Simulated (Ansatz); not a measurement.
Reactions of C6H12 (`C=C(CC)CC`).

Computed with Ansatz on PBE0-D4/def2-TZVP structures; ΔE is electronic, products minus reactants. CBS: MP2 limit from def2 TZ/QZ plus the TZ coupled-cluster correction, frozen cores. This one scheme is used for every species, atoms too. Double bonds are as drawn, so ΔE can hold a change between cis and trans. DFT in def2-TZVPP. Open shells (•) are unrestricted, without spin–orbit coupling. Spin–orbit coupling would lower the free atoms: a little for C. Each species was taken in one conformer, which may not be the lowest.

```tsv
reaction	B2PLYP (kJ/mol)	MP2/CBS(def2) (kJ/mol)	CCSD/CBS(def2) (kJ/mol)	CCSD(T)/CBS(def2) (kJ/mol)
`C=C(CC)CC` → 6 C• + 12 H•	7243	7371	7214	7302
`C=C(CC)CC` → `C1CCCCC1`	-43	-58	-54	-52
`C=C(CC)CC` → `C/C=C(/C)CC`	-7	-5	-4	-5
`C=C(CC)CC` → `C/C=C\CCC`	3	6	4	5
`C=C(CC)CC` → `C/C=C/CCC`	-2	2	0	1
```

Largest T1 diagnostic: 0.009, for `C=C(CC)CC`.
